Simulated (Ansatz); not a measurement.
# BMe2(OH) (C2H7BO): one molecule under many settings

How do the results and run time of BMe2(OH) (C2H7BO) respond when the settings are drawn wide?

Method: the settings change from run to run; program: Ansatz 0.2.0, Gaussian basis.

**1. The molecule**

An earlier PBE0-D4/def2-SVP relaxation fixed the geometry.

11 atoms, charge 0, spin multiplicity 1.

Atoms are counted from 1 here; the program's logs count them from 0.

Bond lengths: B1–C2 1.575 Å, B1–C6 1.582 Å, B1–O10 1.361 Å, C2–H3 1.102 Å, C2–H4 1.099 Å, C2–H5 1.105 Å, C6–H7 1.102 Å, C6–H8 1.104 Å, C6–H9 1.102 Å, O10–H11 0.963 Å. Angles: C2–B1–C6 121.7°, C2–B1–O10 117.0°, C6–B1–O10 121.3°, B1–C2–H3 112.0°, B1–C2–H4 112.7°, B1–C2–H5 109.2°, H3–C2–H4 109.1°, H3–C2–H5 105.8°, H4–C2–H5 107.8°, B1–C6–H7 114.9°, B1–C6–H8 109.3°, B1–C6–H9 110.9°, H7–C6–H8 107.6°, H7–C6–H9 108.1°, H8–C6–H9 105.6°, B1–O10–H11 112.6°.

**2. rPW86-PBE/6-31++G****

This run has atoms shaken by 0.15 Å, finite nuclei.

The input, in.yaml:

```yaml
crystal:
  periodic: [false, false, false]
  atoms:
    - {symbol: B, position_ang: [0.035680, -0.535850, -0.083255]}
    - {symbol: C, position_ang: [1.389991, -0.234615, -0.344709]}
    - {symbol: H, position_ang: [2.021340, 0.401918, -0.781588]}
    - {symbol: H, position_ang: [1.834472, -1.082588, -0.488577]}
    - {symbol: H, position_ang: [1.874423, 0.369839, 0.787484]}
    - {symbol: C, position_ang: [-1.152039, 0.822850, -0.125433]}
    - {symbol: H, position_ang: [-2.317154, 0.734269, 0.301953]}
    - {symbol: H, position_ang: [-0.972413, 1.461022, -0.867822]}
    - {symbol: H, position_ang: [-0.639242, 1.914270, 0.486216]}
    - {symbol: O, position_ang: [-0.408823, -1.583499, 0.491885]}
    - {symbol: H, position_ang: [-1.508885, -1.700590, 0.182447]}
basis:
  gaussian: {orbitals: "6-31++G**", nuclear_model: gaussian}
hamiltonian: {xc: {name: rPW86-PBE}}
output: {forces: true}
```

Launch:

```console
$ ansatz run in.yaml --threads 4 --pin off --events-out ev --progress --plain --max-ram 3916MiB
```

The log of the run, cut to the lines that bear on the results:

```text
Functional definition: rPW86-PBE
  name "rPW86-PBE"
  cite "Murray, Lee & Langreth, J. Chem. Theory Comput. 5, 2754 (2009) doi:10.1021/ct900365q"
  cite "Perdew, Burke & Ernzerhof, Phys. Rev. Lett. 77, 3865 (1996) doi:10.1103/PhysRevLett.77.3865"
  parent pbe
[...]
1157 factors; their error is unknown
[...]
mean field -4919.23215077 eV, -180.7784471654 hartree, gradient 5.5e-6 eV, S^2 0.000000; 0 other end points of the search recorded, 0 dependent functions left out
[...]
reference -4919.23233295 eV, -180.7784538603 hartree; 16, 16 occupied and 102, 102 virtual orbitals, 1157 factors
Total energy: -4919.23233295 eV, -180.7784538603 hartree
Atom 0 at     0.035680    -0.535850    -0.083255 Å, force    -5.563619     7.404909    -0.409139 eV/Å
Atom 1 at     1.389991    -0.234615    -0.344709 Å, force     2.346776     4.094806     4.931297 eV/Å
Atom 2 at     2.021340     0.401918    -0.781588 Å, force     1.216295     3.427680    -3.341310 eV/Å
Atom 3 at     1.834472    -1.082588    -0.488577 Å, force     3.457920    -5.730927    -0.161077 eV/Å
Atom 4 at     1.874423     0.369839     0.787484 Å, force    -1.524160    -2.368092    -2.146123 eV/Å
Atom 5 at    -1.152039     0.822850    -0.125433 Å, force     0.195838    -0.746230     5.528280 eV/Å
Atom 6 at    -2.317154     0.734269     0.301953 Å, force     2.926702     0.257937    -1.339747 eV/Å
Atom 7 at    -0.972413     1.461022    -0.867822 Å, force    -0.526324     2.033166    -4.869026 eV/Å
Atom 8 at    -0.639242     1.914270     0.486216 Å, force    -1.109496    -3.194255    -0.033718 eV/Å
Atom 9 at    -0.408823    -1.583499     0.491885 Å, force    -5.797198    -5.734426     0.050037 eV/Å
Atom 10 at    -1.508885    -1.700590     0.182447 Å, force     4.377266     0.555432     1.790524 eV/Å
Dipole moment:     0.007508    -0.079341    -0.192290 e Å
```

Wall time 2.3 s (4 threads of Arm Neoverse V2, shared host).

Largest force 9.271 eV/Å, dipole 1.00 D.

**3. BLYP/aug-cc-pVDZ**

This run has charge -1, multiplicity 2.

The input, in.yaml:

```yaml
crystal:
  periodic: [false, false, false]
  atoms:
    - {symbol: B, position_ang: [-0.114737, -0.382583, 0.036282]}
    - {symbol: C, position_ang: [1.452075, -0.338501, -0.112805]}
    - {symbol: H, position_ang: [1.769018, 0.315728, -0.941121]}
    - {symbol: H, position_ang: [1.893839, -1.335358, -0.253389]}
    - {symbol: H, position_ang: [1.890855, 0.100271, 0.800933]}
    - {symbol: C, position_ang: [-0.989115, 0.935665, 0.016579]}
    - {symbol: H, position_ang: [-2.054495, 0.789094, 0.258847]}
    - {symbol: H, position_ang: [-0.935686, 1.394916, -0.986043]}
    - {symbol: H, position_ang: [-0.581234, 1.688825, 0.710716]}
    - {symbol: O, position_ang: [-0.687071, -1.608246, 0.184751]}
    - {symbol: H, position_ang: [-1.643459, -1.559821, 0.285251]}
basis:
  gaussian: {orbitals: aug-cc-pVDZ}
total_charge: -1
magnetization: {spin_polarized: true, initial_magnetization: 1}
hamiltonian: {xc: {name: BLYP}}
scf: {omitted_lower_state_checks: [starts]}
output: {forces: true}
```

Launched as before.

The log of the run, cut to the lines that bear on the results:

```text
Functional definition: BLYP
  name "BLYP"
  cite "Becke, Phys. Rev. A 38, 3098 (1988) doi:10.1103/PhysRevA.38.3098"
  cite "Lee, Yang & Parr, Phys. Rev. B 37, 785 (1988) doi:10.1103/PhysRevB.37.785"
[...]
1290 factors; their error is unknown
[...]
mean field -4911.38740399 eV, -180.4901580385 hartree, gradient 1.4e-5 eV, S^2 0.750039; 0 other end points of the search recorded, 0 dependent functions left out
[...]
reference -4911.38765668 eV, -180.4901673248 hartree; 17, 16 occupied and 138, 139 virtual orbitals, 1290 factors
Total energy: -4911.38765668 eV, -180.4901673248 hartree
Atom 0 at    -0.114737    -0.382583     0.036282 Å, force     0.082319     0.651565    -0.069445 eV/Å
Atom 1 at     1.452075    -0.338501    -0.112805 Å, force    -0.022587    -0.046606     0.002032 eV/Å
Atom 2 at     1.769018     0.315728    -0.941121 Å, force     0.094426     0.140508    -0.201931 eV/Å
Atom 3 at     1.893839    -1.335358    -0.253389 Å, force     0.138438    -0.203080    -0.040288 eV/Å
Atom 4 at     1.890855     0.100271     0.800933 Å, force     0.144626     0.113321     0.217468 eV/Å
Atom 5 at    -0.989115     0.935665     0.016579 Å, force     0.052285    -0.095455     0.026499 eV/Å
Atom 6 at    -2.054495     0.789094     0.258847 Å, force    -0.176790    -0.043364     0.030797 eV/Å
Atom 7 at    -0.935686     1.394916    -0.986043 Å, force    -0.008655     0.149050    -0.254993 eV/Å
Atom 8 at    -0.581234     1.688825     0.710716 Å, force     0.095515     0.236261     0.184224 eV/Å
Atom 9 at    -0.687071    -1.608246     0.184751 Å, force     0.589430    -0.874402    -0.001349 eV/Å
Atom 10 at    -1.643459    -1.559821     0.285251 Å, force    -0.989007    -0.027798     0.106987 eV/Å
Dipole moment:     0.561845    -0.039277    -0.056907 e Å
Checks for a lower state left out: starts
```

Wall time 2.9 s (4 threads of Arm Neoverse V2, shared host).

Largest force 1.055 eV/Å, ⟨S²⟩ 0.750.

**4. BHLYP/STO-3G**

Options: charge +1, multiplicity 2, atoms shaken by 0.08 Å, D4 dispersion, relativity set to none.

The input, in.yaml:

```yaml
crystal:
  periodic: [false, false, false]
  atoms:
    - {symbol: B, position_ang: [0.051774, -0.243451, 0.148955]}
    - {symbol: C, position_ang: [1.253836, -0.307137, -0.189969]}
    - {symbol: H, position_ang: [1.659091, 0.273950, -0.946595]}
    - {symbol: H, position_ang: [2.050929, -1.356713, -0.495388]}
    - {symbol: H, position_ang: [1.835660, -0.014717, 0.713598]}
    - {symbol: C, position_ang: [-0.878253, 0.838222, -0.057511]}
    - {symbol: H, position_ang: [-2.074730, 0.867097, 0.273589]}
    - {symbol: H, position_ang: [-0.824983, 1.515395, -1.005329]}
    - {symbol: H, position_ang: [-0.634465, 1.735956, 0.737066]}
    - {symbol: O, position_ang: [-0.624737, -1.532200, 0.363417]}
    - {symbol: H, position_ang: [-1.639562, -1.607758, 0.390539]}
basis:
  gaussian: {orbitals: STO-3G}
total_charge: 1
magnetization: {spin_polarized: true, initial_magnetization: 1}
hamiltonian: {xc: {name: BHLYP}, dispersion: d4, pseudopotentials: {relativity: none}}
```

The command is unchanged.

The log of the run:

```text
Functional definition: BHLYP
  name "BHLYP"
  cite "Becke, J. Chem. Phys. 98, 1372 (1993) doi:10.1063/1.464304"
  cite "Becke, Phys. Rev. A 38, 3098 (1988) doi:10.1103/PhysRevA.38.3098"
  cite "Lee, Yang & Parr, Phys. Rev. B 37, 785 (1988) doi:10.1103/PhysRevB.37.785"
  parameter a = 0.5
  exchange = (1 - a)*b88_x + a*exact_x
  correlation = lyp_c
371 factors; integrals over basis functions are off by at most 1.0e-4 eV
mean field evaluation 1: about -4831.1519 eV, gradient 1.8e1 eV
mean field evaluation 2: about -4830.8965 eV, gradient 2.3e1 eV
mean field evaluation 4: about -4834.1048 eV, gradient 2.6e0 eV
mean field evaluation 8: about -4834.2087 eV, gradient 2.4e-1 eV
mean field evaluation 16: about -4834.3108 eV, gradient 3.1e-2 eV
mean field -4834.31085945 eV, -177.6576472711 hartree, gradient 6.5e-6 eV, S^2 0.756257; 2 other end points of the search recorded, 0 dependent functions left out
reference -4834.31099340 eV, -177.6576521937 hartree; 16, 15 occupied and 11, 12 virtual orbitals, 371 factors
Total energy: -4834.46025811 eV, -177.6631375709 hartree
```

Run time: 0.7 s. Hardware: 4 threads of Arm Neoverse V2, shared host.

⟨S²⟩ 0.756.

**5. B3LYP/def2-mTZVPP**

Options: coordinates scaled by 0.92, a grid of angular degree 23, D3(BJ) with three-body dispersion, relativity set to scalar.

The input, in.yaml:

```yaml
crystal:
  periodic: [false, false, false]
  atoms:
    - {symbol: B, position_ang: [-0.105558, -0.351976, 0.033380]}
    - {symbol: C, position_ang: [1.335909, -0.311421, -0.103781]}
    - {symbol: H, position_ang: [1.627496, 0.290470, -0.865831]}
    - {symbol: H, position_ang: [1.742332, -1.228530, -0.233118]}
    - {symbol: H, position_ang: [1.739586, 0.092249, 0.736858]}
    - {symbol: C, position_ang: [-0.909986, 0.860812, 0.015252]}
    - {symbol: H, position_ang: [-1.890135, 0.725966, 0.238139]}
    - {symbol: H, position_ang: [-0.860831, 1.283323, -0.907159]}
    - {symbol: H, position_ang: [-0.534735, 1.553719, 0.653859]}
    - {symbol: O, position_ang: [-0.632105, -1.479586, 0.169971]}
    - {symbol: H, position_ang: [-1.511982, -1.435035, 0.262430]}
basis:
  gaussian: {orbitals: def2-mTZVPP, final_grid: {core_spheres: 8, valence_spheres: 7, degree: 23}}
hamiltonian: {xc: {name: B3LYP}, dispersion: d3bjatm, pseudopotentials: {relativity: scalar}}
scf: {omitted_lower_state_checks: [starts]}
output: {forces: true}
```

Launched as before.

The log of the run, cut to the lines that bear on the results:

```text
Functional definition: B3LYP
  name "B3LYP"
  cite "Stephens, Devlin, Chabalowski & Frisch, J. Phys. Chem. 98, 11623 (1994) doi:10.1021/j100096a001"
  cite "Becke, Phys. Rev. A 38, 3098 (1988) doi:10.1103/PhysRevA.38.3098"
  cite "Lee, Yang & Parr, Phys. Rev. B 37, 785 (1988) doi:10.1103/PhysRevB.37.785"
  cite "Vosko, Wilk & Nusair, Can. J. Phys. 58, 1200 (1980) doi:10.1139/p80-159"
[...]
1066 factors; integrals over basis functions are off by at most 1.3e-3 eV
[...]
mean field -4916.14011093 eV, -180.6648167974 hartree, gradient 4.1e-5 eV, S^2 0.000000; 0 other end points of the search recorded, 0 dependent functions left out
[...]
reference -4916.14036148 eV, -180.6648260047 hartree; 16, 16 occupied and 100, 100 virtual orbitals, 1066 factors
Total energy: -4916.44503919 eV, -180.6760227041 hartree
Relativity: scalar
[...]
Atom 2 at     1.627496     0.290470    -0.865831 Å, force     1.056137     1.994178    -2.491865 eV/Å
Atom 3 at     1.742332    -1.228530    -0.233118 Å, force     1.432178    -3.043405    -0.440744 eV/Å
Atom 4 at     1.739586     0.092249     0.736858 Å, force     1.395625     1.327365     2.721924 eV/Å
Atom 5 at    -0.909986     0.860812     0.015252 Å, force    -0.454928     0.314429     0.138904 eV/Å
Atom 6 at    -1.890135     0.725966     0.238139 Å, force    -3.266855    -0.382784     0.732779 eV/Å
Atom 7 at    -0.860831     1.283323    -0.907159 Å, force     0.133143     1.435223    -2.995709 eV/Å
Atom 8 at    -0.534735     1.553719     0.653859 Å, force     1.188630     2.343654     2.072650 eV/Å
Atom 9 at    -0.632105    -1.479586     0.169971 Å, force     1.742438    -6.416238     0.258515 eV/Å
Atom 10 at    -1.511982    -1.435035     0.262430 Å, force    -5.256191    -0.150921     0.592593 eV/Å
Dipole moment:    -0.240630     0.146053     0.018375 e Å
Checks for a lower state left out: starts
```

It took 0.85 s on 4 threads of Arm Neoverse V2, shared host.

Largest force 6.654 eV/Å, dipole 1.35 D.

**6. All runs side by side**

```
              level  charge  multiplicity  geometry  functions  energy (eV)    time
rPW86-PBE/6-31++G**       0             1    shaken        118    -4919.232   2.3 s
   BLYP/aug-cc-pVDZ      -1             2   relaxed        155    -4911.388   2.9 s
       BHLYP/STO-3G       1             2    shaken         27    -4834.460   0.7 s
  B3LYP/def2-mTZVPP       0             1    scaled        116    -4916.445  0.85 s
```

**7. What came out**

```
quantity                    value
    runs                        4
quickest      BHLYP/STO-3G, 0.7 s
 slowest  BLYP/aug-cc-pVDZ, 2.9 s
```

In words: The runs differ in state or geometry as well as level, so their energies can't be set against each other. BLYP/aug-cc-pVDZ took 4 times as long as BHLYP/STO-3G. The jobs differ in tasks and options as well as level.
